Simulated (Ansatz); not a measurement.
## How far each method lies from UCCSDT(Q) for F–Al–GaH, triplet

Geometry: displaced at random from a stationary point.

```xyz
4

F     0.0909   -0.3022    2.6588
Al   -0.0740    0.4263    1.1847
Ga    0.0026   -0.0896   -1.1459
H     0.0857    0.4832   -2.5638
```

Basis cc-pVDZ; Ansatz 0.2.0. Correlated methods freeze the noble-gas cores and the filled d shells of p-block atoms, which leaves 14 electrons in 44 orbitals. R marks a restricted (for open shells ROHF) determinant, U an unrestricted one. No spin–orbit coupling is included, and no scalar relativity.

Full CI isn't at hand for all of this; UCCSDT(Q) serves as the reference, and is uncertain by the last step of the cluster series or more. The frozen core follows each run's orbitals, which can shift R against U totals by a few meV for light atoms and by up to 0.1 eV past Ca.

- UHF ⟨S²⟩: 2.052
- T1 diagnostic (RCCSD): 0.0306
- largest doubles amplitude (RCCSD): 0.066
- T1 diagnostic (UCCSD): 0.0250

```
   level  E − E(UCCSDT(Q)) (kJ/mol)  wall time
     UHF                      815.2          –
    UMP2                       86.7          –
   UCCSD                       23.2          –
UCCSD(T)                        5.3       11 s
  UCCSDT                        1.9          –
```

Run but not shown, since their state, orbitals or frozen core can't be matched to the reference's or they repeat it: RHF, RMP2, RCCSD, RCCSD(T), BCCD(T), RCCSDT, RCCSDT(Q).

Times hold each run's SCF and search for its determinant on a shared host, so for small cases they say little of a method's own cost; they ran on 1 thread of Arm Neoverse V1.
